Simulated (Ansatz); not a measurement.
System: CH₃ (charge 0, doublet). 
Structure (B3LYP-D3(BJ)/def2-TZVP (Ansatz, a program for electronic structure) minimum search):
SMILES: [CH3]
```xyz
4

C      0.0000     0.0000     0.0000
H      0.0036     1.0786    -0.0270
H      0.9326    -0.5425     0.0110
H     -0.9362    -0.5361     0.0160
```
Charge 0, spin multiplicity 2.

Basis-set convergence of Hartree-Fock and CCSD(T) correlation energies (hartree) with Ansatz. Cores are frozen in the correlated levels unless marked. Open shells are spin-unrestricted. No spin-orbit coupling. No relativistic terms.

```json
[
 {"basis": "def2-SVPD", "functions": "44", "E(HF)": "-39.53404", "E(corr, CCSD(T))": "-0.15849"},
 {"basis": "def2-TZVPPD", "functions": "88", "E(HF)": "-39.57879", "E(corr, CCSD(T))": "-0.18368"},
 {"basis": "def2-QZVPPD", "functions": "162", "E(HF)": "-39.58081", "E(corr, CCSD(T))": "-0.19197"}
]
```

Extrapolating the two largest sets (X = 3 and 4) as X^-3: E(corr) = (64·(-0.19197) - 27·(-0.18368))/37 = -0.1980 Eh, an estimate of the basis-set limit. The largest set recovers 96.9 % of it, the smallest 80.0 %.
